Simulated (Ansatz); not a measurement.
**C$_{3}$H$_{7}$, doublet in 6-31G: errors against UCCSDT(Q)**

Geometry: MP2(full)/6-31G*, from the G2/97 set.

```xyz
10

C     0.0083    0.5239    0.0000
C     0.0083   -0.2197    1.2916
C     0.0083   -0.2197   -1.2916
H    -0.3288    1.5554    0.0000
H     0.2155    0.4392    2.1385
H     0.2155    0.4392   -2.1385
H    -0.9611   -0.7046    1.4846
H     0.7613   -1.0153    1.2862
H     0.7613   -1.0153   -1.2862
H    -0.9611   -0.7046   -1.4846
```

Basis 6-31G; Ansatz 0.2.0. Only valence electrons are correlated (noble-gas cores frozen), which leaves 19 electrons in 38 orbitals. R marks a restricted (for open shells ROHF) determinant, U an unrestricted one. Active spaces: frontier = (9e, 9o) about the gap.

Full CI isn't at hand for all of this; UCCSDT(Q) serves as the reference, and is uncertain by about the last step of the cluster series. The frozen core follows each run's orbitals, which can shift R against U totals by a few meV.

For open shells CISD is restricted-active-space CI with the open shells as a complete middle space.

The UHF ⟨S²⟩ is 0.764, the T1 diagnostic (RCCSD) is 0.0120 and the largest doubles amplitude (RCCSD) is 0.023. The T1 diagnostic (UCCSD) is 0.0077.

```
                    level  E − E(UCCSDT(Q)) (meV)  share of correlation (%)    wall time
                      RHF                    8381                      0.00            –
                      UHF                    8279                      1.22            –
                     RMP2                    1364                     83.73            –
                     UMP2                    1351                     83.88            –
                     CISD                     998                     88.09          6 s
                    RCCSD                     187                     97.76            –
                    UCCSD                     188                     97.76            –
                 RCCSD(T)                      26                     99.69        1.8 s
                 UCCSD(T)                      27                     99.68        1.4 s
                  BCCD(T)                      27                     99.68        1.9 s
                   RCCSDT                       9                     99.89            –
                   UCCSDT                       9                     99.89            –
                RCCSDT(Q)                       0                     99.99   7 s (H100)
  CASSCF (frontier space)                    6341                     24.35            –
  MRCISD (frontier space)                     614                     92.68            –
MRCISD+Q (frontier space)                      96                     98.86  13 s (H100)
```

The correlation energy at UCCSDT(Q), counted from RHF, is -8.381 eV. That run took 7.5 s on 2 threads of AMD EPYC 7R13 with a shared H100 80 GB, shared host.

Times hold each run's SCF and search for its determinant on a shared host, so for small cases they say little of a method's own cost; rows without a card ran on 1 thread of AMD EPYC 7R13.

Atomization energy (electronic, same basis, no zero-point term; atoms at the same level, unrestricted beside the R rows where the molecule is a closed shell, with restricted open-shell steps beyond CCSDT(Q)) at UCCSDT(Q): 3313.0 kJ/mol. Errors of other levels:

```
    level  error (kJ/mol)
      RHF          -506.0
      UHF          -503.8
     RMP2           -18.4
     UMP2           -19.5
     CISD           -91.2
    RCCSD           -14.2
    UCCSD           -14.3
 RCCSD(T)            -1.2
 UCCSD(T)            -1.4
  BCCD(T)            -1.3
   RCCSDT            -0.7
   UCCSDT            -0.8
RCCSDT(Q)             0.2
```

This basis is far from its limit, so the value isn't to be set against a measured one. Truncated CI isn't size-consistent, which counts against it in atomization.
